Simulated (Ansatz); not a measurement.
Li3H4⁻. Charge -1, multiplicity 1. Geometry r2SCAN-D4/def2-TZVP, that of the neutral doublet.

```xyz
7

Li   -0.0040    2.0292   -1.6410
Li   -0.0393    1.6004    1.1313
Li    0.0232   -0.7685   -0.4554
H     0.0459   -2.8696   -0.3897
H    -0.0155   -0.1150    1.1252
H     0.0370   -2.6659    0.3339
H    -0.0472    2.7894   -0.1044
```

The restricted singlet is unstable towards broken spin symmetry in Hartree–Fock (as tested in another run); at PBE-D4/def2-TZVPD, r2SCAN-D4/def2-TZVPD, PBE0-D4/def2-TZVPD this wasn't settled. At PBE-D4/def2-TZVPD, r2SCAN-D4/def2-TZVPD, PBE0-D4/def2-TZVPD the highest occupied level of the charge -1 singlet lies above zero (up to 1.21 eV). Energy differences put its binding near zero (-0.02 eV; vertical, against the charge 0 doublet, at r2SCAN-D4/def2-TZVPD), which leaves it undecided. The structure comes from a short search, and lower isomers may exist.

Q: Estimate the orbital energies around the gap (eV) in Ansatz with PBE-D4/def2-TZVPD, r2SCAN-D4/def2-TZVPD, PBE0-D4/def2-TZVPD.

A: 
| orbital | PBE-D4/def2-TZVPD | r2SCAN-D4/def2-TZVPD | PBE0-D4/def2-TZVPD |
| --- | --- | --- | --- |
| HOMO−5 | -46.27 | -47.85 | -50.28 |
| HOMO−4 | -46.09 | -47.74 | -50.23 |
| HOMO−3 | -8.35 | -8.88 | -9.99 |
| HOMO−2 | -2.65 | -2.95 | -3.88 |
| HOMO−1 | -2.14 | -2.42 | -3.32 |
| HOMO | 1.17 | 1.21 | 0.86 |
| LUMO | 1.59 | 1.69 | 1.92 |
| LUMO+1 | 1.83 | 2.05 | 2.28 |
| LUMO+2 | 1.90 | 2.07 | 2.32 |
| LUMO+3 | 2.38 | 2.71 | 2.73 |
| LUMO+4 | 2.54 | 2.86 | 2.94 |
| LUMO+5 | 2.66 | 2.92 | 3.01 |
